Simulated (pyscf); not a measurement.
Insertion: `[C-]#[N+][CH3]` + `[H][H]` -> `[CH2]=[N][CH3]`

Gas phase, singlet surface, charge 0. Bonds broken: H7–H8. Bonds formed: C3–H7, C3–H8. PySCF, gas phase, ωB97X-D3(BJ)/def2-SVP geometries.

Transition state (Å):

```xyz
8

C      0.6092    -0.2363     0.0005
N      0.9357     0.3404     1.2775
C      0.2666     0.3817     2.2923
H     -0.4106    -0.6770     0.0498
H      1.3486    -1.0106    -0.2545
H      0.6530     0.5409    -0.7775
H     -1.1501    -0.3634     1.9683
H     -0.6667     0.1665     2.8974
```

One imaginary mode, 1666i cm⁻¹; descent along it reached the two sides named.

| bond | change | reactant side (Å) | saddle | product side |
|---|---|---|---|---|
| H7–H8 | breaks | 0.761 | 1.174 | 1.884 |
| C3–H7 | forms | 3.8 | 1.633 | 1.110 |
| C3–H8 | forms | 3.0 | 1.133 | 1.101 |

Electronic energies relative to the separated reactants (eV):

```json
[
 {"level": "ωB97X-D3(BJ)/def2-TZVP", "barrier": "2.66", "reaction energy": "-1.31", "reverse barrier": "3.96"},
 {"level": "PBE/def2-TZVP", "barrier": "2.05", "reaction energy": "-1.42", "reverse barrier": "3.47"},
 {"level": "r²SCAN/def2-TZVP", "barrier": "2.25", "reaction energy": "-1.39", "reverse barrier": "3.64"},
 {"level": "B3LYP-D3(BJ)/def2-TZVP", "barrier": "2.43", "reaction energy": "-1.28", "reverse barrier": "3.71"},
 {"level": "PBE0-D3(BJ)/def2-TZVP", "barrier": "2.28", "reaction energy": "-1.49", "reverse barrier": "3.77"},
 {"level": "M06-2X/def2-TZVP", "barrier": "2.74", "reaction energy": "-1.19", "reverse barrier": "3.93"},
 {"level": "ωB97M-D3(BJ)/def2-TZVP", "barrier": "2.61", "reaction energy": "-1.23", "reverse barrier": "3.84"},
 {"level": "HF/def2-TZVP", "barrier": "3.53", "reaction energy": "-0.98", "reverse barrier": "4.51"}
]
```

With ωB97M-D3(BJ)/def2-TZVP energies and thermal terms (ideal gas, 1 atm, RRHO with modes under 100 cm⁻¹ raised to 100, one conformer, R ln 2 for chiral ones without a mode under 150 cm⁻¹), in eV:

```json
[
 {"T (K)": "298", "ΔH‡": "2.63", "ΔG‡": "2.98", "ΔH": "-0.96", "ΔG": "-0.60"},
 {"T (K)": "600", "ΔH‡": "2.60", "ΔG‡": "3.35", "ΔH": "-1.01", "ΔG": "-0.22"},
 {"T (K)": "900", "ΔH‡": "2.59", "ΔG‡": "3.73", "ΔH": "-1.02", "ΔG": "+0.18"},
 {"T (K)": "1200", "ΔH‡": "2.60", "ΔG‡": "4.11", "ΔH": "-1.01", "ΔG": "+0.58"}
]
```

From the product side, H₂C=N• + CH₃• lies, by one bond made or cut, 0.42 eV under this saddle at ωB97M-D3(BJ)/def2-TZVP. C⁻≡N⁺–CH₃ lies 0.98 eV over its isomer H₃C–C≡N (electronic energy, ωB97M-D3(BJ)/def2-TZVP). H₂C=N–CH₃ lies 0.39 eV over its isomer H₃C–CH=NH (electronic energy, ωB97M-D3(BJ)/def2-TZVP). One saddle was located; it need not be the lowest between these sides.
